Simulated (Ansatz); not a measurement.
Rb2TeI6 (P4/mnc, No. 128; cell taken from a computed entry), treated with r²SCAN (PAW; Ansatz, a quantum-chemistry and plane-wave program).

Numerical settings: plane-wave cutoff 560 eV, 4×4×4 k mesh, Fermi–Dirac smearing 0.01 eV, scalar-relativistic PAW data made under PBE.

Cell (relaxed with PBEsol):

```yaml
crystal:
  lattice:
    - [7.87742, 0.00000, 0.00000]
    - [0.00000, 7.87742, 0.00000]
    - [0.00000, 0.00000, 12.13885]
  atoms:
    - { symbol: Rb, position: [0.00000, 0.50000, 0.25000] }
    - { symbol: Rb, position: [0.00000, 0.50000, 0.75000] }
    - { symbol: Rb, position: [0.50000, 0.00000, 0.25000] }
    - { symbol: Rb, position: [0.50000, 0.00000, 0.75000] }
    - { symbol: Te, position: [0.00000, 0.00000, 0.00000] }
    - { symbol: Te, position: [0.50000, 0.50000, 0.50000] }
    - { symbol: I, position: [0.00000, 0.00000, 0.24247] }
    - { symbol: I, position: [0.00000, 0.00000, 0.75753] }
    - { symbol: I, position: [0.50000, 0.50000, 0.25753] }
    - { symbol: I, position: [0.50000, 0.50000, 0.74247] }
    - { symbol: I, position: [0.20656, 0.31079, 0.00000] }
    - { symbol: I, position: [0.79344, 0.68921, 0.00000] }
    - { symbol: I, position: [0.68921, 0.20656, 0.00000] }
    - { symbol: I, position: [0.31079, 0.79344, 0.00000] }
    - { symbol: I, position: [0.70656, 0.18921, 0.50000] }
    - { symbol: I, position: [0.29344, 0.81079, 0.50000] }
    - { symbol: I, position: [0.18921, 0.29344, 0.50000] }
    - { symbol: I, position: [0.81079, 0.70656, 0.50000] }
```

Question: What does this level give for the band gap, smallest direct gap on the k points sampled and Γ–Γ gap?

Answer: 
* **band gap**: 1.62 eV
* **smallest direct gap on the k points sampled**: 1.93 eV
* **Γ–Γ gap**: 2.12 eV

Note: cell and atoms aren't relaxed at this level (largest force component 0.07 eV/Å, pressure 1.0 GPa); this cell isn't known to be the ambient phase, and symmetry holds it in the calculation.

Spin–orbit coupling is not included; with these elements it can move the gap by several tenths of an eV or more.

The computed numbers hold no vibrational or temperature effects.

It cost about 30 core-minutes (a rough figure) of CPU time.
